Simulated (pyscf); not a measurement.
A first-order saddle from PySCF, ωB97X-D3(BJ)/def2-SVP:

```
N
H 1 1.0165
Si 1 1.7370 2 114.79
Si 1 1.7370 2 114.80 3 -164.17
N 4 1.7694 1 104.71 2 142.91
H 5 1.0180 4 118.66 1 158.86
H 5 1.1144 6 115.21 4 -130.22
F 7 1.4107 5 151.91 6 -150.33
H 5 1.3026 6 118.96 7 -100.05
N 9 1.3026 5 149.48 6 151.91
H 10 1.0180 9 118.98 5 -151.95
H 10 1.1142 11 115.20 9 -100.05
H 3 1.4880 1 108.78 2 -21.24
H 4 1.4880 1 108.78 2 21.18
H 4 1.4928 14 108.56 1 124.78
H 3 1.4929 13 108.56 1 -124.78
```

Surface: singlet, charge 0. Lowest wavenumbers (cm⁻¹): 1351i, 63, 109, 110, 260.

Task: What reaction is this the transition state of?

Result: H₂N–SiH₂–NH–SiH₂–NH₂ + hydrogen fluoride (HF) ⇌ H₂N–SiH₂–NH–SiH₂–NH₂ + hydrogen fluoride (HF), a multi-bond step read from left to right: H–N, H–N, F–H broken and H–N, H–N, F–H formed. At ωB97M-D3(BJ)/def2-TZVP it lies +13.0 kcal/mol from the left side and +13.0 kcal/mol from the right (each side as separated species at their lowest minima found). On the reactant side the descent ends in a bound adduct, 14.6 kcal/mol under the separated species and 27.0 kcal/mol under the saddle at ωB97X-D3(BJ)/def2-TZVP. On the product side the descent ends in a bound adduct, 14.7 kcal/mol under the separated species and 27.1 kcal/mol under the saddle at ωB97X-D3(BJ)/def2-TZVP. One saddle was located; it need not be the lowest between these sides.
